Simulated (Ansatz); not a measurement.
Cost and result for the atomization energy of C2H2Cl2F2 (`FC(F)C(Cl)Cl`) (8 atoms, 7 bonds).

Charge 0, multiplicity 1. All single points use the PBE0-D4/def2-TZVP geometry. It is one conformer, not always the lowest. Program: Ansatz. All runs use 4 threads of an Arm Neoverse V1 on a shared host. Times are those of one run each, without the atoms' runs, and a repeat can differ threefold. Electronic energies, without spin–orbit coupling; frozen cores. CCSD(T)/CBS adds CCSD(T) − MP2 in def2-TZVPP to the MP2 limit, and its time is that of the two runs behind it. T1 = 0.011. B3LYP takes the VWN-RPA correlation (the form of Gaussian; ORCA's B3LYP/G). HSE06 is the plane-wave form, built on full-range PBE exchange.

CCSD(T)/CBS is a level of theory with its own doubt, some kJ/mol a heavy atom from the limit and from the frozen cores, so smaller differences don't rank the functionals.

```
                             level  functions  wall time  atomization (kcal/mol)  difference from CCSD(T)/CBS  per bond
            LDA (SPW92)/def2-TZVPP        236      1.2 s                   830.3                        142.7      20.4
              revPBE-D4/def2-TZVPP        236        2 s                   693.5                          5.9       0.8
                PBE0-D4/def2-TZVPP        236      3.2 s                   695.7                          8.1       1.2
               BHLYP-D4/def2-TZVPP        236      3.3 s                   649.0                        -38.6      -5.5
               HSE06-D4/def2-TZVPP        236      3.4 s                   696.5                          8.9       1.3
 B3LYP-D4/def2-TZVPP (with forces)        236      4.7 s                   680.7                         -6.9      -1.0
r2SCAN-D4/def2-TZVPP (with forces)        236      4.8 s                   693.5                          5.9       0.8
             r2SCANh-D4/def2-TZVPP        236      5.5 s                   685.7                         -1.9      -0.3
                  CCSD(T)/def2-SVP        102      5.5 s                   647.0                        -40.6      -5.8
                ωB97X-V/def2-TZVPP        236        7 s                   690.8                          3.2       0.5
                    MP2/def2-QZVPP        428       18 s                   707.7                         20.1       2.9
                CCSD(T)/def2-TZVPP        236    2.9 min                   666.3                        -21.3      -3.0
                 CCSD(T)/CBS(def2)          –    3.2 min                   687.6                          0.0       0.0
```

From BLYP to BHLYP (50 % exact exchange), in def2-TZVPP and without D4, the atomization energy moves by −32.0 kcal/mol: exact exchange takes away binding that semilocal exchange gives to molecules. In def2-TZVPP, CCSD(T) changes the Hartree–Fock value by +196.5 kcal/mol (the triples alone add +16.1 kcal/mol) and MP2 by +225.5 kcal/mol; breaking electron pairs costs correlation energy, which Hartree–Fock lacks. The D4 term adds +7.6 kcal/mol with B3LYP and +3.9 kcal/mol with PBE0; it sums over pairs of atoms, weighted by their polarisabilities, and B3LYP, whose exchange is more repulsive, gets the larger term.
